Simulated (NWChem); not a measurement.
# C cation, doublet

Results from NWChem. Spin-unrestricted. The open p shell is one determinant without spherical averaging. No stability test was run on the SCF state. Fermi-contact couplings, non-relativistic, static geometry.

Question: Estimate the computed values for PBE0/aug-cc-pVTZ-J. Quantities: A(iso) 13C atom 1 (MHz); <S²>.

Answer: 
| Property | Result |
|---|---|
| A(iso) 13C atom 1 (MHz) | -19.6 |
| <S²> | 0.753 |
